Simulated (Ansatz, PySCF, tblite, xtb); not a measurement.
Potential energy surface of H2S, singlet: symmetric bend, bond length relaxed. Scanned: H-S-H angle. Other coordinates (S-H bond length) were minimised at PBE0/def2-TZVP.

Cartesian coordinates as functions of the variables (Å; names that start with a are angles):
```
S  0  0  0
H  r*sin(a/2)  0  r*cos(a/2)
H  -r*sin(a/2)  0  r*cos(a/2)
```

Levels: CCSDT/cc-pVTZ = CCSDT on RHF/cc-pVTZ, frozen core run with Ansatz (a first-principles code); GFN1-xTB (xtb); CCSDT(Q)/cc-pVTZ = CCSDT(Q) on RHF/cc-pVTZ, frozen core (Ansatz); GFN2-xTB, 300 K electronic temperature (tblite); RKS-B3LYP/6-31G* = PySCF 2.14.0 with restricted B3LYP/6-31G*, spherical d; CCSD(T)/aug-cc-pVQZ = CCSD(T) on RHF/aug-cc-pVQZ, frozen core (Ansatz).

Energies in kJ/mol, each method relative to its own lowest point.

```csv
a / °,CCSDT/cc-pVTZ,GFN1-xTB,CCSDT(Q)/cc-pVTZ,GFN2-xTB,RKS-B3LYP/6-31G*,CCSD(T)/aug-cc-pVQZ
180,291.2,—,290.5,—,301.3,288.0
167,267.0,297.4,266.4,249.6,277.7,264.3
157,223.7,241.6,223.3,198.8,233.6,221.6
147,171.9,180.3,171.6,148.5,179.5,170.5
137,120.6,123.4,120.5,102.9,125.6,119.7
127,75.1,75.3,75.0,64.0,77.9,74.5
117,38.5,37.8,38.5,33.0,39.8,38.3
107,13.0,12.4,13.0,11.3,13.3,12.9
97,0.0,0.0,0.0,0.0,0.0,0.0
87,0.4,1.7,0.4,0.5,1.2,0.5
77,14.9,19.1,14.8,14.1,18.1,15.1
67,43.4,53.8,43.2,41.9,50.8,43.7
60,71.2,89.3,70.9,69.9,82.7,71.4
```

A dash means that the run gave no value there, or that the column was ended at a point which the program doubted or which failed a test of continuity chosen for this set; such a test can also cut sound points.
